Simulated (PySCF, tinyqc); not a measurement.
Worked calculation: CID on RHF in the sto-3g basis, frozen core, for LiH, spin multiplicity 1. The lowest restricted solution is unstable here: a spin-polarised one lies 0.0501 hartree lower (PySCF). One step of it, computed by the program tinyqc.

Task: CID: roots. Diagonalise (each vector has its largest component positive (the first on a tie)); all determinants have Ms = 0, so triplets appear too. The lowest singlet root is the correlation energy.

Occupation strings over the orbitals (2 doubly, a alpha, b beta, 0 empty; spin orbitals ordered 1a 1b 2a 2b ...): 220000 202000 20a00b 200200 200020 20b00a 200002

H - E(HF) between determinants (hartree), lower triangle:
```
           220000     202000     20a00b     200200     200020    20b00a    200002
220000   0.000000
202000   0.043174   0.450107
20a00b   0.063609  -0.119394   0.369300
200200   0.021118   0.041063   0.008728   0.570590
200020   0.021118   0.041063   0.008728   0.016869   0.570590
20b00a  -0.063609   0.119394  -0.047353  -0.008728  -0.008728  0.369300
200002   0.129590   0.047353  -0.036983   0.017384   0.017384  0.036983  0.470577
```

Give: lowest roots of this matrix, relative to E(HF); lowest vectors; <S^2> of these roots; weight of the ground state by excitation level 0, 1, 2, ....

Result:

lowest roots of this matrix, relative to E(HF) (hartree): -0.064  0.279  0.322  0.474  0.554  0.575  0.661

lowest vectors:
```
        root 1  root 2  root 3  root 4
220000   0.930   0.238   0.000   0.259
202000  -0.136   0.682   0.000  -0.246
20a00b  -0.175   0.463   0.707   0.202
200200  -0.011  -0.126   0.000  -0.123
200020  -0.011  -0.126   0.000  -0.123
20b00a   0.175  -0.463   0.707  -0.202
200002  -0.237  -0.128   0.000   0.872
```

<S^2> of these roots: 0.000  0.000  2.000  0.000  0.000  0.000  0.000

weight of the ground state by excitation level 0, 1, 2, ...: 0.864  0.000  0.136

The reference has a weight of only 0.86: one determinant is a poor start here.
